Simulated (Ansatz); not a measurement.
`FCC1CO1` + H₂O → `OCC1CO1` + H–F at 298.15 K and 1 bar (formal hydrolysis of a C–F bond).

Program: Ansatz. Geometries: PBE0-D4/def2-TZVP. ΔE: electronic, gas phase. CBS: MP2 limit from def2 TZ/QZ plus the TZ coupled-cluster correction, frozen cores. This one scheme is used for every species. One conformer a species, not always the lowest.

```json
{"species": "`FCC1CO1`", "CCSD(T)/CBS energy (Eh)": "-292.07179", "H − E (kJ/mol)": "223.1", "S (J/(mol·K))": "301.8"}
{"species": "H₂O", "CCSD(T)/CBS energy (Eh)": "-76.37941", "H − E (kJ/mol)": "66.4", "S (J/(mol·K))": "188.7"}
{"species": "`OCC1CO1`", "CCSD(T)/CBS energy (Eh)": "-268.05780", "H − E (kJ/mol)": "256.4", "S (J/(mol·K))": "304.4"}
{"species": "H–F", "CCSD(T)/CBS energy (Eh)": "-100.39570", "H − E (kJ/mol)": "33.5", "S (J/(mol·K))": "173.6"}
```

H − E and S are ideal-gas, rigid-rotor, harmonic terms from PBE0-D4/def2-TZVP, for one conformer and one mirror image of each species. 1 Eh = 2625.50 kJ/mol, R = 8.31446 J/(mol·K).

Question: By hand: ΔE, ΔH, ΔS and ΔG.

Answer: ΔE = (-268.05780) + (-100.39570) − (-292.07179) − (-76.37941) = -0.00230 Eh = -6.0 kJ/mol. Δ(H − E) = 256.4 + 33.5 − 223.1 − 66.4 = 0.4, so ΔH = -5.6 kJ/mol. ΔS = 304.4 + 173.6 − 301.8 − 188.7 = -12.5 J/(mol·K). ΔG = -5.6 − 298.15 × (-12.5)/1000 = -1.9 kJ/mol.

Question: By hand: the equilibrium constant, and the temperature at which ΔG would vanish if ΔH and ΔS stayed fixed.

Answer: log₁₀ K = −ΔG/(RT ln 10) = 0.3. ΔG = 0 at ΔH/ΔS = 448 K, though so small a ΔH makes that figure unsure.

TΔS isn't small against ΔH here. The sign of ΔG lies within the doubt. A doubt of 5 kJ/mol in ΔE shifts log₁₀ K by 0.9 here. Other conformers and mirror images would add mixing entropy, several J/(mol·K) or more a flexible species. These are equilibria of isolated gas molecules and say nothing of rates. Largest T1 diagnostic: 0.011 (customary marks: 0.02 for closed shells, 0.045 for open ones).
